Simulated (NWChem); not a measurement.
**M06-2X-D3(0)/jun-cc-pV(T+d)Z (esp resp, smear 0.001 Eh) run of BH3 (borane)**

Wanted: the energy of BH3 (borane). 

Program for the calculation: NWChem 7.3.0.

## Step 1: The molecule

BH3 has 4 atoms, charge 0, and is taken as a singlet. SMILES: `B`. Geometry: relaxed at PBE0-D4/def2-TZVP.

Bond lengths: B1–H2 1.193 Å, B1–H3 1.193 Å, B1–H4 1.193 Å. Angles: H2–B1–H3 120.0°, H2–B1–H4 120.0°, H3–B1–H4 120.0°.

## Step 2: A single-point energy at M06-2X-D3(0)/jun-cc-pV(T+d)Z (esp resp, smear 0.001 Eh)

The input, calc.nw:

```
start calc
memory stack 880 mb heap 220 mb global 1100 mb
geometry
 zmatrix
   B
   H 1 r2
   H 1 r3 2 a3
   H 1 r4 2 a4 3 d4
 variables
   r2 1.193489
   r3 1.193493
   a3 120.00312
   r4 1.193451
   a4 119.99514
   d4 179.98694
 end
end
basis spherical bse
 B library "jun-cc-pV(T+d)Z"
 H library "jun-cc-pV(T+d)Z"
end
dft
 xc m06-2x
 disp vdw 3
 grid coarse
 direct
 smear 0.001
 print low
end
esp
 restrain
 recalculate
end
task dft
task esp
```

Started as:

```console
nwchem calc.nw > calc.out
```

Log:

```text
Northwest Computational Chemistry Package (NWChem) 7.3.0
             --------------------------------------------------------

           Job information
           ---------------

    nwchem branch   = 7.3.0
    use scalapack   = T
    input           = calc.nw
    prefix          = calc.
    data base       = ./calc.db
    status          = startup
    nproc           =        1

           Memory information
           ------------------

    heap     =     28835838 doubles =      220.0 Mbytes
    stack    =    115343355 doubles =      880.0 Mbytes
    global   =    144179200 doubles =     1100.0 Mbytes (distinct from heap & stack)
    total    =    288358393 doubles =     2200.0 Mbytes
    verify   = yes
    hardfail = no

           Directory information
           ---------------------

  0 permanent = .
  0 scratch   = .

                                NWChem Input Module
                                -------------------

 Scaling coordinates for geometry "geometry" by  1.889725989
 (inverse scale =  0.529177249)

 D3H symmetry detected

                             Geometry "geometry" -> ""
                             -------------------------

 Output coordinates in angstroms (scale by  1.889725989 to convert to a.u.)

  No.       Tag          Charge          X              Y              Z
 ---- ---------------- ---------- -------------- -------------- --------------
    1 B                    5.0000     0.00000000     0.00000000     0.00000000
    2 H                    1.0000     0.30889452    -1.15281003     0.00000000
    3 H                    1.0000     0.84391551     0.84391551     0.00000000
    4 H                    1.0000    -1.15281003     0.30889452     0.00000000

      Atomic Mass
      -----------

      B                 11.009310
      H                  1.007825

 Effective nuclear repulsion energy (a.u.)       7.4188462703

            Nuclear Dipole moment (a.u.)
            ----------------------------
        X                 Y               Z
 ---------------- ---------------- ----------------
    -0.0000000000    -0.0000000000     0.0000000000

      Symmetry information
      --------------------

 Group name             D3h
 Group number             27
 Group order              12
 No. of unique centers     2

      Symmetry unique atoms

     1    2

                                Z-matrix (user)
                                --------

 Units are Angstrom for bonds and degrees for angles

      Type          Name      I     J     K     L     M      Value
      ----------- --------  ----- ----- ----- ----- ----- ----------
    1 Stretch      r2          2     1                       1.19348
    2 Stretch      r3          3     1                       1.19348
    3 Bend         a3          3     1     2               120.00000
    4 Stretch      r4          4     1                       1.19348
    5 Bend         a4          4     1     2               120.00000
    6 Torsion      d4          4     1     2     3        -180.00000

            XYZ format geometry
            -------------------
     4
 geometry
 B                     0.00000000     0.00000000     0.00000000
 H                     0.30889452    -1.15281003     0.00000000
 H                     0.84391551     0.84391551     0.00000000
 H                    -1.15281003     0.30889452     0.00000000

 ==============================================================================
                                internuclear distances
 ------------------------------------------------------------------------------
       center one      |      center two      | atomic units |  angstroms
 ------------------------------------------------------------------------------
    2 H                |   1 B                |     2.25534  |     1.19348
    3 H                |   1 B                |     2.25534  |     1.19348
    4 H                |   1 B                |     2.25534  |     1.19348
 ------------------------------------------------------------------------------
                         number of included internuclear distances:          3
 ==============================================================================

 ==============================================================================
                                 internuclear angles
 ------------------------------------------------------------------------------
        center 1       |       center 2       |       center 3       |  degrees
 ------------------------------------------------------------------------------
    2 H                |   1 B                |   3 H                |   120.00
    2 H                |   1 B                |   4 H                |   120.00
    3 H                |   1 B                |   4 H                |   120.00
 ------------------------------------------------------------------------------
                            number of included internuclear angles:          3
 ==============================================================================

                      Basis "ao basis" -> "" (spherical)
                      -----
  [basis functions not shown]

 Summary of "ao basis" -> "" (spherical)
 ------------------------------------------------------------------------------
       Tag                 Description            Shells   Functions and Types
 ---------------- ------------------------------  ------  ---------------------
 B                      jun-cc-pV(T+d)Z             13       39   5s4p3d1f
 H                      jun-cc-pV(T+d)Z              6       14   3s2p1d

                                 NWChem DFT Module
                                 -----------------

  Caching 1-el integrals
  Rotation of axis
   Time after variat. SCF:      0.2
   Time prior to 1st pass:      0.2

           Memory utilization after 1st SCF pass:
           Heap Space remaining (MW):        0.00                 104
          Stack Space remaining (MW):      115.34           115342692

   convergence    iter        energy       DeltaE   RMS-Dens  Diis-err    time
 ---------------- ----- ----------------- --------- --------- ---------  ------
 d= 0,ls=0.0,diis     1    -26.5835590678 -3.40D+01  3.30D-03  8.38D-02     0.4
 d= 0,ls=0.0,diis     2    -26.5952581763 -1.17D-02  5.69D-04  7.33D-03     0.5
 d= 0,ls=0.0,diis     3    -26.5959186012 -6.60D-04  2.28D-04  5.89D-04     0.7
 d= 0,ls=0.0,diis     4    -26.5960362069 -1.18D-04  5.33D-05  6.43D-06     0.9
 d= 0,ls=0.0,diis     5    -26.5960378270 -1.62D-06  7.12D-06  3.92D-08     1.1
 d= 0,ls=0.0,diis     6    -26.5960378373 -1.03D-08  1.55D-06  8.76D-10     1.3

         Total DFT energy =      -26.596037837330
      One electron energy =      -49.073491141882
           Coulomb energy =       20.173586874515
    Exchange-Corr. energy =       -5.114979598260
 Nuclear repulsion energy =        7.418846270286

    Dispersion correction =       -0.000000241990

 Numeric. integr. density =        8.000008792712

     Total iterative time =      1.1s

                  Occupations of the irreducible representations
                  ----------------------------------------------

                     irrep           alpha         beta
                     --------     --------     --------
                     a1'               2.0          2.0
                     a1"               0.0          0.0
                     a2'               0.0          0.0
                     a2"               0.0          0.0
                     e'                2.0          2.0
                     e"                0.0          0.0

 Task  times  cpu:        1.3s     wall:        1.3s

                                NWChem Input Module
                                -------------------

                     NWChem Electrostatic Potential Fit Module
                     -----------------------------------------

 Atom parameters

 Number of atoms is                                    4
 Number of basis functions is                         81

 Grid parameters

 Maximum number of grid points is                   1493
 Number of grid points is                           1492
 Grid range                                     0.300000 nm
 Grid spacing                                   0.050000 nm
 Probe radius                                   0.070000 nm
 Atom radius factor                             1.000000

 Restraint parameters

 Hyperbolic restraint to zero charge
    with scaling                 0.001000
         tightness               0.100000
         maximum iterations     25
         tolerance               0.000100

 Atomic radii

    1    0.100000
    5    0.158000
 FASTESP  F
  using M.O. file = ./calc.movecs

    Atom              Coordinates                           Charge

                                                  ESP         RESP        RESP2
                                                                         constr

    1 B     0.000000    0.000000    0.000000    0.392029    0.383567    0.383567
    2 H     0.030889   -0.115281    0.000000   -0.130978   -0.128149   -0.128149
    3 H     0.084392    0.084392    0.000000   -0.130072   -0.127269   -0.127269
    4 H    -0.115281    0.030889    0.000000   -0.130978   -0.128149   -0.128149
                                            ------------------------------------
                                               -0.000000    0.000000    0.000000

 Dipole moment                                  0.002043    0.001985    0.001985

 Quadrupole moment Qxx                         -0.997037   -0.975516   -0.975516
                   Qyy                         -0.997037   -0.975516   -0.975516
                   Qzz                          1.994075    1.951031    1.951031

 RMS deviation kJ/mol                           0.376481    0.376542    0.376542

 RRMS %                                        76.775715   76.788171   76.788171

 Task  times  cpu:        0.4s     wall:        0.4s
 Total times  cpu:        1.8s     wall:        1.8s
```

Run time: 2.3 s. Hardware: 1 thread of AMD EPYC 7B13 (Zen 3), shared host; peak memory 0.11 GiB.

## Step 3: What came out

At M06-2X-D3(0)/jun-cc-pV(T+d)Z (esp resp, smear 0.001 Eh):

| quantity | value |
| --- | --- |
| total energy | -26.59604 Eh |
| dispersion energy | 0.00 kJ/mol |
